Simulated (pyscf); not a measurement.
Thermochemistry of product channels of O=Zr(Cl)–Cl + ammonia (NH₃) on the singlet surface, in eV, from ωB97M-D3(BJ)/def2-TZVP energies (ideal gas, 1 atm, RRHO with modes under 100 cm⁻¹ raised to 100, one conformer, R ln 2 for chiral ones without a mode under 150 cm⁻¹). Optimised with ωB97X-D3(BJ)/def2-SVP in PySCF.

```csv
products,ΔE,ΔH(298 K),ΔG(600 K),ΔG(900 K)
H₂N–Zr(OH)(Cl)–Cl,-2.29,-2.30,-1.47,-1.10
H₂N–Zr(=O)–Cl + hydrogen chloride (HCl),+0.90,+0.80,+0.84,+0.83
```

These are energies of the channels, which say nothing of barriers. Elements past Kr carry the def2 core potentials, without spin-orbit coupling.
